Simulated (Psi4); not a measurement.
**CH3AlO (SMILES [CH3][Al]=[O]): levels of theory compared**

We compute a comparison of 3 runs (HF-D3(BJ)/cc-pV(D+d)Z, CAM-B3LYP/6-311G**, OREMP2/cc-pVDZ-DK) of CH3AlO. 

The results are computed with Psi4 1.11.

2 further runs of the same task are left out: 2 set aside as unsound or not needed.

## Step 1: The structure to begin with

CH3AlO: 6 atoms, total charge 0, spin state singlet. SMILES: `[CH3][Al]=[O]`. The coordinates come from a PBE0-D4/def2-TZVP relaxation.

Bond lengths: C1–Al2 1.935 Å, Al2–O3 1.596 Å, C1–H4 1.092 Å, C1–H5 1.092 Å, C1–H6 1.092 Å. Angles: C1–Al2–O3 180.0°, Al2–C1–H4 110.5°, Al2–C1–H5 110.5°, Al2–C1–H6 110.5°, H4–C1–H5 108.4°, H4–C1–H6 108.4°, H5–C1–H6 108.4°.

## Step 2: The charge distribution at HF-D3(BJ)/cc-pV(D+d)Z (density fitting) (run 1)

Input file ch3alo.xyz:

```xyz
6
CH3AlO
C     -0.412500     0.498200    -0.315400
Al     0.696700    -0.841400     0.532500
O      1.611700    -1.946300     1.232100
H      0.065200     1.479100    -0.263900
H     -1.383600     0.560900     0.180800
H     -0.577400     0.249400    -1.366100
```

Input file ch3alo.py:

```python
import psi4

psi4.set_memory('1600 MB')
psi4.set_num_threads(1)
psi4.core.set_output_file('run.log', False)

with open('ch3alo.xyz') as f:
    atoms = ''.join(f.readlines()[2:])
m = psi4.geometry('0 1\n' + atoms + '')

psi4.set_options({
    'basis': 'cc-pV(D+d)Z',
    'reference': 'rhf',
})

E, wfn = psi4.energy('hf-d3bj2b', return_wfn=True)
psi4.oeprop(wfn, 'DIPOLE', 'ESP_AT_NUCLEI', title='HF-D3BJ2B')
print(f'total energy {E:.8f} hartree = {E * 27.211386:.5f} eV')
```

Command:

```console
$ python ch3alo.py
```

run.log:

```text
[...]
  Running in c1 symmetry.
[...]
  Nuclear repulsion =   83.909553177892164
[...]
  Multiplicity = 1
[...]
  Nalpha       = 15
  Nbeta        = 15
[...]
    Number of basis functions: 66
[...]
   @DF-RHF iter   1:  -356.13301570146155   -9.42137e-01   1.13628e-02 ADIIS/DIIS
[...]
   @DF-RHF iter   9:  -356.40992493698343   -2.01421e-08   4.22143e-07 DIIS
[...]
    Orbital Energies [Eh]
    ---------------------
    Doubly Occupied:
       1A    -58.475015     2A    -20.459310     3A    -11.257506
       4A     -4.896511     5A     -3.210828     6A     -3.210828
       7A     -3.207828     8A     -1.148524     9A     -0.972606
      10A     -0.593107    11A     -0.593078    12A     -0.517885
      13A     -0.428369    14A     -0.384457    15A     -0.384457
[...]
  @DF-RHF Final Energy:  -356.40992493698343
   => Energetics <=
    Nuclear Repulsion Energy =             83.9095531778921639
    One-Electron Energy =                -661.0980755638389610
    Two-Electron Energy =                 220.8087296331901825
    Total Energy =                       -356.4099249369834297
[...]
 Multipole Moments:
 ------------------------------------------------------------------------------------
     Multipole            Electronic (a.u.)      Nuclear  (a.u.)        Total (a.u.)
 ------------------------------------------------------------------------------------
 L = 1.  Multiply by 2.5417464519 to convert [e a0] to [Debye]
 Dipole X            :          2.2137878           -3.6445458           -1.4307579
 Dipole Y            :         -2.6736438            4.4012802            1.7276364
 Dipole Z            :          1.6919047           -2.7858595           -1.0939548
 Magnitude           :                                                    2.4957029
[...]
```

The script printed:

```text
total energy -356.40992494 hartree = -9698.40804 eV
```

Wall time 3.9 s (1 thread of Intel Xeon Platinum 8259CL at 2.50GHz (Skylake/Cascade Lake), shared host); peak memory 0.27 GiB.

## Step 3: Energy and forces at CAM-B3LYP/6-311G(d,p) (run 2)

Input file input.json:

```json
{
 "schema_name": "qcschema_input",
 "schema_version": 1,
 "molecule": {
  "schema_name": "qcschema_molecule",
  "schema_version": 2,
  "symbols": ["C", "Al", "O", "H", "H", "H"],
  "geometry": [-0.77951203, 0.94146156, -0.59601962, 1.31657219, -1.59001556, 1.00627916, 3.0456716, -3.67797396, 2.32833156, 0.12321014, 2.79509391, -0.49869872, -2.61462507, 1.05994738, 0.34166248, -1.09112786, 0.4712977, -2.58155486],
  "molecular_charge": 0,
  "molecular_multiplicity": 1,
  "fix_symmetry": "c1",
  "fix_com": true,
  "fix_orientation": true
 },
 "driver": "gradient",
 "model": {
  "method": "cam-b3lyp",
  "basis": "6-311G**"
 },
 "keywords": {
  "puream": true,
  "e_convergence": 1e-09,
  "d_convergence": 1e-08,
  "scf_type": "pk",
  "dft_radial_points": 99,
  "dft_spherical_points": 590,
  "scf_properties": ["QUADRUPOLE", "MULLIKEN_CHARGES", "DIPOLE"]
 }
}
```

Command:

```console
$ psi4 --qcschema input.json -n 1 --memory 1600MB
```

stdout:

```text
[...]
  Running in c1 symmetry.
[...]
  Nuclear repulsion =   83.909553097971084
[...]
  Multiplicity = 1
[...]
  Nalpha       = 15
  Nbeta        = 15
[...]
    Number of basis functions: 80
[...]
   @RKS iter   1:  -357.01017122233924   -4.60142e-01   1.40751e-02 ADIIS/DIIS
[...]
   @RKS iter  12:  -357.54809170956975   -1.23919e-11   5.28401e-09 DIIS
[...]
    Orbital Energies [Eh]
    ---------------------
    Doubly Occupied:
       1A    -56.082412     2A    -19.107491     3A    -10.264633
       4A     -4.202928     5A     -2.757894     6A     -2.757894
       7A     -2.749802     8A     -0.919499     9A     -0.804990
      10A     -0.506948    11A     -0.506925    12A     -0.447386
      13A     -0.347100    14A     -0.316060    15A     -0.316060
[...]
  @RKS Final Energy:  -357.54809170956975
   => Energetics <=
    Nuclear Repulsion Energy =             83.9095530979710844
    One-Electron Energy =                -661.3875338327944746
    Two-Electron Energy =                 245.1458250987270446
    DFT Exchange-Correlation Energy =     -25.2159360734733937
    Empirical Dispersion Energy =           0.0000000000000000
    VV10 Nonlocal Energy =                  0.0000000000000000
    Total Energy =                       -357.5480917095697464
[...]
  -Total Gradient:
     Atom            X                  Y                   Z
    ------   -----------------  -----------------  -----------------
       1       -0.000718957213     0.000932777383    -0.000596977818
       2        0.001747544370    -0.002115504960     0.001333302885
       3       -0.000926006389     0.001120435520    -0.000706433004
       4        0.000458780476     0.000514089452     0.000140561709
       5       -0.000575705260    -0.000113670083     0.000461482991
       6        0.000013790129    -0.000337568683    -0.000632251040
[...]
```

The result, in JSON:

```text
{
 "driver": "gradient",
 "model": {
  "method": "cam-b3lyp",
  "basis": "6-311G**"
 },
 "success": true,
 "return_result": [-0.0007189572131910613, 0.0009327773829078262, -0.0005969778175183502, 0.0017475443697249765, -0.002115504959837769, 0.001333302884999027, -0.0009260063891005643, 0.0011204355200334637, -0.0007064330035721211, 0.0004587804758662134, 0.000514089451577493, 0.0001405617094158325, -0.0005757052599987822, -0.00011367008254678686, 0.0004614829909531104, 1.3790128562635867e-05, -0.0003375686830734831, -0.0006322510396694347],
 "properties": {
  "calcinfo_nbasis": 80,
  "calcinfo_nmo": 80,
  "calcinfo_nalpha": 15,
  "calcinfo_nbeta": 15,
  "calcinfo_natom": 6,
  "nuclear_repulsion_energy": 83.90955309797108,
  "return_energy": -357.54809170956975,
  "return_gradient": [-0.0007189572131910613, 0.0009327773829078262, -0.0005969778175183502, 0.0017475443697249765, -0.002115504959837769, 0.001333302884999027, -0.0009260063891005643, 0.0011204355200334637, -0.0007064330035721211, 0.0004587804758662134, 0.000514089451577493, 0.0001405617094158325, -0.0005757052599987822, -0.00011367008254678686, 0.0004614829909531104, 1.3790128562635867e-05, -0.0003375686830734831, -0.0006322510396694347],
  "scf_one_electron_energy": -661.3875338327945,
  "scf_two_electron_energy": 245.14582509872704,
  "scf_xc_energy": -25.215936073473394,
  "scf_dipole_moment": [-1.2437980572555887, 1.5018856614771607, -0.9509883484574608],
  "scf_total_energy": -357.54809170956975,
  "scf_total_gradient": [-0.0007189572131910613, 0.0009327773829078262, -0.0005969778175183502, 0.0017475443697249765, -0.002115504959837769, 0.001333302884999027, -0.0009260063891005643, 0.0011204355200334637, -0.0007064330035721211, 0.0004587804758662134, 0.000514089451577493, 0.0001405617094158325, -0.0005757052599987822, -0.00011367008254678686, 0.0004614829909531104, 1.3790128562635867e-05, -0.0003375686830734831, -0.0006322510396694347],
  "scf_iterations": 12
 }
}
```

Wall time 24 s (1 thread of Intel Xeon Platinum 8259CL at 2.50GHz (Skylake/Cascade Lake), shared host); peak memory 0.93 GiB.

## Step 4: A single-point energy at OREMP2/cc-pVDZ-DK (ZORA, density fitting, density fitting for correlation) (run 3)

Input file ch3alo.in:

```
memory 1600 MB

molecule molecule1 {
  0 1
  C     -0.412500     0.498200    -0.315400
  Al     0.696700    -0.841400     0.532500
  O      1.611700    -1.946300     1.232100
  H      0.065200     1.479100    -0.263900
  H     -1.383600     0.560900     0.180800
  H     -0.577400     0.249400    -1.366100
  units angstrom
}

set {
  basis cc-pVDZ-DK
  reference rhf
  scf_type df
  freeze_core true
  cc_type df
  basis_guess true
  orbital_optimizer_package ooo
  relativistic zora
}

energy('oremp2')
```

Command:

```console
$ psi4 -i ch3alo.in -o ch3alo.out -n 1
```

ch3alo.out:

```text
[...]
  Running in c1 symmetry.
[...]
  Nuclear repulsion =   83.909553177892164
[...]
  Multiplicity = 1
[...]
  Nalpha       = 15
  Nbeta        = 15
[...]
    Number of basis functions: 37
[...]
   @DF-RHF iter   1:  -354.85883975810538   -3.54859e+02   1.91955e-02 ADIIS+DIIS
[...]
   @DF-RHF iter  12:  -357.09557628624685   -3.92220e-12   7.85242e-09 Converged
[...]
    Orbital Energies [Eh]
    ---------------------
    Doubly Occupied:
       1A    -58.694876     2A    -20.489198     3A    -11.266920
       4A     -4.920175     5A     -3.215262     6A     -3.215262
       7A     -3.214001     8A     -1.151347     9A     -0.973845
      10A     -0.593838    11A     -0.593808    12A     -0.518427
      13A     -0.427346    14A     -0.384919    15A     -0.384919
[...]
  @DF-RHF Final Energy:  -357.09557628624822
   => Energetics <=
    Nuclear Repulsion Energy =             83.9095531778921639
    One-Electron Energy =                -661.9219750469073915
    Two-Electron Energy =                 220.9168455827670527
    Total Energy =                       -357.0955762862482175
[...]
 Multipole Moments:
 ------------------------------------------------------------------------------------
     Multipole            Electronic (a.u.)      Nuclear  (a.u.)        Total (a.u.)
 ------------------------------------------------------------------------------------
 L = 1.  Multiply by 2.5417464519 to convert [e a0] to [Debye]
 Dipole X            :          2.2072144           -3.6445458           -1.4373314
 Dipole Y            :         -2.6657015            4.4012802            1.7355787
 Dipole Z            :          1.6868828           -2.7858595           -1.0989767
 Magnitude           :                                                    2.5071707
[...]
	DF-MP2 Total Energy (a.u.)         :  -357.50559477567344
[...]
```

It took 61 s on 1 thread of Intel Xeon Platinum 8259CL at 2.50GHz (Skylake/Cascade Lake), shared host; peak memory 0.45 GiB.

## Step 5: Overview of the runs

| run | level | task | integrals | energy (Eh) | dipole moment (D) | HOMO energy (eV) | LUMO energy (eV) | wall time |
| --- | --- | --- | --- | --- | --- | --- | --- | --- |
| 1 | HF-D3(BJ)/cc-pV(D+d)Z (density fitting) | properties | df | -356.409925 | 6.34 | -10.46 | 1.65 | 3.9 s |
| 2 | CAM-B3LYP/6-311G** | gradient | pk | -357.548092 | 5.51 | -8.60 | -0.43 | 24 s |
| 3 | OREMP2/cc-pVDZ-DK (ZORA, density fitting, density fitting for correlation) | energy | df | -357.523355 | – | -10.47 | 1.73 | 61 s |

## Step 6: Results

| quantity | value |
| --- | --- |
| run 3: total energy | -357.52335 Eh |
| run 3: HOMO energy (Hartree–Fock orbitals) | -10.47 eV |
| run 3: LUMO energy (Hartree–Fock orbitals) | 1.73 eV |
| run 3: HOMO–LUMO gap (Hartree–Fock orbitals) | 12.21 eV |
| run 3: correlation energy (7 core orbitals frozen) | -427.8 mEh |

What this shows: Some runs of one species differ in core potentials or relativity; totals across that change don't compare. All runs together took 89 s, the longest 61 s.
